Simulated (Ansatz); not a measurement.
A nudged elastic band was laid between two geometries of BFH2 (4 atoms, charge 0, multiplicity 1).

All numbers below come from Ansatz, RKS PBE0-D4/def2-SVP.

```
movable images  : 5
climbing image  : yes
spring          : 5.0 eV/Å²
optimiser       : quadratic models (default)
start path      : through a guess of the saddle point
force threshold : 0.05 eV/Å
iteration limit : 60
end points      : relaxed
```

Initial state:

```xyz
4
Properties=species:S:1:pos:R:3
B 0.316 0.000 0.182
H 0.269 0.000 1.391
H 1.339 0.000 -0.462
F -0.824 0.000 -0.476
```

Final state:

```xyz
4
Properties=species:S:1:pos:R:3
B -0.602 0.000 -1.389
H 1.290 0.000 1.494
H 1.785 0.000 0.917
F -1.373 0.000 -0.388
```

(1) Which bonds break or form, and what moves?

(2) Give the energies along the band, and the barrier.

(3) What is the geometry of the highest image?

Answers

(1) Bonds broken: B1–H2, B1–H3. Bonds formed: H2–H3. BFH2 becomes BF + H2.

(2) The run converged. The highest image is number 2 of 0 to 6, 4.21 eV above the first end and 1.56 eV above the last; the last end lies 2.65 eV above the first. Neighbouring images differ by up to 2.7 eV, so the band resolves the path poorly. A vibrational analysis at the climbing image gives one clearly imaginary mode, 1550i cm⁻¹: a first-order saddle point. The orbitals stay closed-shell, which can raise the energy where a bond breaks towards radicals; this wasn't checked here.

| image | path coordinate (Å) | energy (eV) | B1–H2 (Å) | B1–H3 (Å) | H2–H3 (Å) |
| --- | --- | --- | --- | --- | --- |
| 0 | 0.00 | 0.00 | 1.21 | 1.21 | 2.14 |
| 1 | 0.56 | 1.48 | 1.24 | 1.16 | 1.57 |
| 2 | 1.12 | 4.21 | 1.62 | 1.23 | 1.12 |
| 3 | 1.58 | 3.21 | 2.04 | 1.64 | 0.81 |
| 4 | 2.04 | 2.77 | 2.59 | 2.17 | 0.76 |
| 5 | 2.50 | 2.67 | 3.09 | 2.70 | 0.76 |
| 6 | 2.96 | 2.65 | 3.45 | 3.32 | 0.76 |

(3) 
```xyz
4
Properties=species:S:1:pos:R:3
B 0.236 -0.003 -0.418
H 0.638 0.005 1.157
H 1.280 -0.002 0.239
F -1.055 0.001 -0.343
```

Time of the run: 19 s on 1 thread of Intel(R) Xeon(R) 6975P-C (Granite Rapids), on a shared host, peak memory 0.098 GiB.
